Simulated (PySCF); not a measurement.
Q: What does the GFN2-xTB structure of i-BuOMe (`COCC(C)C`) look like in three dimensions?

A: 
```
atom  x, y, z in Å
C1     2.7155    0.5560    0.1230
O2     1.3984    0.4636    0.5907
C3     0.5637   -0.2875   -0.2619
C4    -0.8507   -0.3167    0.3182
C5    -1.4347    1.0926    0.3508
C6    -1.7353   -1.2619   -0.4895
H7     2.7549    1.0284   -0.8675
H8     3.1855   -0.4342    0.0557
H9     3.2611    1.1683    0.8383
H10    0.5510    0.1626   -1.2681
H11    0.9563   -1.3132   -0.3574
H12   -0.7714   -0.6847    1.3457
H13   -1.5448    1.4824   -0.6592
H14   -0.7726    1.7500    0.9070
H15   -2.4111    1.0890    0.8289
H16   -1.3280   -2.2705   -0.4877
H17   -2.7353   -1.2946   -0.0646
H18   -1.8113   -0.9231   -1.5208
```

Any rigid rotation of these coordinates is as good. Atoms count from 1 in this order. Of the pairs four or more bonds apart, O2···H14 is among the closest relative to their van der Waals radii: 2.54 Å, 94 % of the sum of Bondi's values. All 3 C–C bonds measure 1.526 to 1.529 Å.

Bonds between heavy atoms (Å): C1–O2 1.401, O2–C3 1.410, C3–C4 1.529, C4–C5 1.526, C4–C6 1.526.

Computed geometry: GFN2-xTB, gas phase.

Point group: C1 (no symmetry element, even within 0.4 Å). No frequency check. One conformer, not necessarily the lowest (C1–O2–C3–C4 -179°, O2–C3–C4–C5 64°).
